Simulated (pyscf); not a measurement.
# Routes from HF (SMILES F) + F–CH•–Cl (SMILES F[CH]Cl)

Candidate steps break at most two bonds and form at most two. Each was searched with GFN2-xTB (tblite) first. Optimised with ωB97X-D3(BJ)/def2-SVP in PySCF. Correlated levels are frozen-core, on RHF or UHF. ΔMP2 is the change of the MP2 total energy from the triple- to the quadruple-zeta basis. Energies: CCSD(T)/def2-TZVPP + ΔMP2(QZVPP), kcal/mol, from the separated reactants, doublet surface.

| products | type | ΔE‡ | ΔE | ΔG‡ 298 K | ΔG‡ 900 K | ν‡ (cm⁻¹) |
|---|---|---|---|---|---|---|
| F–CH₂–F + Cl• | concerted two-bond exchange | 54.0 | -0.9 | 64.4 | 84.7 | 1093i |
| F–CH(F)–Cl + H• | atom transfer | 57.3 | +20.4 | 63.9 | 83.4 | 1990i |

Plain bond fissions and candidates not yet searched are not listed, and one of them may be faster. Each barrier is that of the saddle found; lower ones may exist. The CCSD(T) − MP2 part came from Ansatz, without density fitting, on the same reference. A UHF reference is spin-contaminated (<S²> up to 0.88), which harms MP2 most. Left out: orbital degeneracy and the spin-orbit lowering of Cl.
